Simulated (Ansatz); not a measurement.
# CH3: the cost of one run

All numbers below are computed with Ansatz 0.2.0 (UKS PBE0/def2-TZVP).

### 1 The system as given

Bond lengths: C1–H2 1.067 Å, C1–H3 1.067 Å, C1–H4 1.067 Å. Angles: H2–C1–H3 120.0°, H2–C1–H4 120.0°, H3–C1–H4 120.0°.

Coordinates:

```xyz
4

C     0.0008    0.0007   -0.0012
H     0.0897    0.8909    0.5806
H    -0.8728   -0.1658   -0.5911
H     0.7823   -0.7259    0.0117
```

### 2 Relaxing the start

input.yaml

```yaml
crystal:
  periodic: [false, false, false]
  atoms:
    - { symbol: C, position_ang: [0.00082, 0.00074, -0.0012] }
    - { symbol: H, position_ang: [0.08968, 0.89093, 0.5806] }
    - { symbol: H, position_ang: [-0.87281, -0.16582, -0.59106] }
    - { symbol: H, position_ang: [0.78231, -0.72586, 0.01166] }
magnetization:
  spin_polarized: true
  initial_magnetization: 1
basis:
  gaussian: { orbitals: def2-TZVP }
hamiltonian:
  xc: pbe0
relax:
  f_tol: 0.02
  max_steps: 40
output:
  orbitals: {}
```

Started as:

```sh
$ ansatz run input.yaml --threads 1 --pin off --max-ram 2048MiB --backend cpu --events-out ev --progress --plain --runs-dir out
```

What time and memory should one allow on 1 thread of an Arm CPU, shared host?

About 4.1 s, with a peak of 0.09 GiB.
